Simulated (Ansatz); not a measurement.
C$_{4}$H$_{7}$NO, SMILES `CCOCC#N`. Total charge 0; spin multiplicity 1.

```xyz
13

C    -1.281   -0.257    1.182
C    -1.070    0.416   -0.158
O     0.260    0.850   -0.375
C     1.153   -0.200   -0.598
C     2.445    0.343   -1.004
N     3.475    0.737   -1.323
H    -2.344   -0.466    1.325
H    -0.947    0.392    1.993
H    -0.751   -1.209    1.257
H    -1.379   -0.247   -0.979
H    -1.672    1.325   -0.223
H     1.314   -0.815    0.299
H     0.797   -0.869   -1.396
```

Problem. What are the harmonic wavenumbers in cm⁻¹ at PBE0-D4/def2-TZVP (Ansatz, finite differences of forces, unscaled)? (Estimate.)

Solution. Ansatz gave: 45, 113, 169, 247, 338, 378, 451, 560, 801, 900, 966, 1027, 1043, 1104, 1176, 1206, 1257, 1326, 1387, 1409, 1415, 1480, 1484, 1487, 1505, 2395, 2995, 3002, 3033, 3056, 3108, 3133, 3140.

Problem. Is this a minimum?

Solution. Yes, all 33 modes are real.

Problem. Give the ideal-gas thermochemistry at 298.15 K and 1 bar (rigid rotor, harmonic oscillator; point group C1, symmetry number 1).

Solution. Zero-point energy 281.9 kJ/mol; H(298) − E = 302.8 kJ/mol; entropy 346.5 J/(mol·K), of which translation 164.3, rotation 111.4, vibration 70.9; G(298) − E = 199.5 kJ/mol. Modes under 100 cm⁻¹ are hindered rotations or soft bends, so the harmonic entropy is rough.

Problem. And at 400, 500, 600, 800 and 1000 K?

Solution. 
| T (K) | H − E (kJ/mol) | S (J/mol/K) | G − E (kJ/mol) |
| --- | --- | --- | --- |
| 400 | 314.7 | 380.7 | 162.5 |
| 500 | 328.8 | 412.0 | 122.8 |
| 600 | 345.0 | 441.5 | 80.1 |
| 800 | 382.5 | 495.3 | -13.7 |
| 1000 | 425.4 | 543.0 | -117.6 |
